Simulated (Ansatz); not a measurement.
Two shapes of singlet H₄O₂.

Shape 1:

```xyz
6

O    -1.4562   -0.1566    0.0041
H    -1.9061    0.6939   -0.0029
H    -0.5156    0.0872    0.0002
O     1.3728    0.1605   -0.0011
H     1.5432   -0.4076   -0.7591
H     1.5397   -0.4111    0.7587
```

Shape 2:

```xyz
6

O    -1.4973   -0.1319    0.0131
H    -1.8792    0.6555   -0.0194
H    -0.5314    0.0418    0.0120
O     1.3951    0.2053   -0.0122
H     1.5683   -0.3698   -0.7470
H     1.5185   -0.3660    0.7501
```

Basis set: cc-pVDZ (spherical functions). Left uncorrelated: 2 orbitals. Charge 0, multiplicity 1.

Computed with Ansatz (development build ahead of 0.2.0); each method stands on the lowest determinant of its kind that the runs found.

Q: Which shape is lower in energy, and by how much in each method?

A:

```json
{"method": "RHF", "E(2) − E(1) (eV)": "0.174"}
{"method": "RHF-MP2", "E(2) − E(1) (eV)": "0.272"}
```

Shape 1 is lower.
